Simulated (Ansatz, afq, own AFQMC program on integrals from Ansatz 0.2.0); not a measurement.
## ZnH, doublet in def2-TZVP, levels against CCSDT(Q)

```yaml
atoms:
  - { symbol: Zn, position_ang: [0.5432, 0.7501, 0.3652] }
  - { symbol: H, position_ang: [0.3139, 1.0790, 1.9497] }
```

Basis def2-TZVP. Noble-gas cores (and the filled d shells of Ga–Kr and In–Xe) are frozen. Integrals, coupled cluster, full CI and functionals: Ansatz 0.2.0; the random walks run on the same integrals in our own AFQMC program. ph-AFQMC/CISD is guided by a CISD state made of CCSD amplitudes; releasing the constraint for a short imaginary time cuts its bias at the price of noise, slowly where states lie close. Uncertainties: one standard error, sampling alone. The metal's outer-core s and p shells are frozen, which shifts wave-function levels against functionals.

Determinant: UHF, the one that the program's search chose, which needn't be the lowest solution. The geometry is a PBE0/def2-SVP stationary point of this or a neighbouring charge and spin state.

No full CI on the walks' own integrals is used here; CCSDT(Q) serves as the reference and is uncertain by about the last step of the cluster series.

Cautions: no relativity below Rb; outer-core shells of the metal frozen.

```
T1 diagnostic                               : 0.0203
weight of the determinant in the CISD state : 0.918
⟨S²⟩ of the determinant                     : 0.766
size of the correlated space                : 13 electrons in 45 orbitals
```

```json
{"level": "MP2", "correlation energy (eV)": "-11.0408"}
{"level": "CCSD", "correlation energy (eV)": "-10.2961"}
{"level": "CCSD(T)", "correlation energy (eV)": "-10.5231"}
```

Estimate where phaseless AFQMC with a CISD trial lies against CCSD(T) on the same integrals.

0.24 ± 0.09 kcal/mol above CCSD(T).

Reference: CCSDT(Q), correlation energy -10.519 eV. The released energy is read at 2.40 1/Eh (meV from the phaseless value at times in 1/Eh: 1 ± 4 at 0.24, 1 ± 4 at 0.51, -2 ± 4 at 0.99, -13 ± 7 at 1.62, 3 ± 6 at 2.40).

| level | E − E(reference) (kcal/mol) | share of correlation (%) |
| --- | --- | --- |
| CCSD(T) | -0.10 | 100.04 |
| CCSDT | 0.01 | 100.00 |
| ph-AFQMC/HF | -1.87 ± 0.65 | 100.77 |
| ph-AFQMC/CISD | 0.14 ± 0.09 | 99.94 |
| released AFQMC | 0.22 ± 0.14 | 99.91 |

A walk keeps the symmetry of its determinant, which the program's search chose and which needn't be the lowest solution, so a lower state of the same spin and another symmetry isn't excluded. Released energies are given only where the last usable release times agree within the noise; a slower fall can still hide under it.
